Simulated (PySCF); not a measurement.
# How methods differ on the ionisation energy of P

P [Ne] 3s2 3p3 (4S) → P⁺ [Ne] 3s2 3p2 (3P), as a difference of total energies. Calculation: PySCF 2.14, in def2-TZVP; the non-relativistic Hamiltonian (point nucleus). Correlated levels: valence: [Ne] frozen. The calculations carry no spin-orbit coupling.

| method | ionisation energy (eV) | error (eV) |
| --- | --- | --- |
| UHF | 9.910 | -0.616 |
| PBE0 | 10.529 | +0.003 |
| PBE | 10.484 | -0.042 |
| MP2 (valence) | 10.475 | -0.051 |
| SCS-MP2 (valence) | 10.304 | -0.222 |
| CCSD (valence) | 10.412 | -0.114 |
| CCSD(T) (valence) | 10.453 | -0.073 |

Reference: 10.526 eV (measured; NIST levels, between the centres of gravity of the two terms).

Errors of the correlated levels include the incompleteness of this basis and the frozen core.
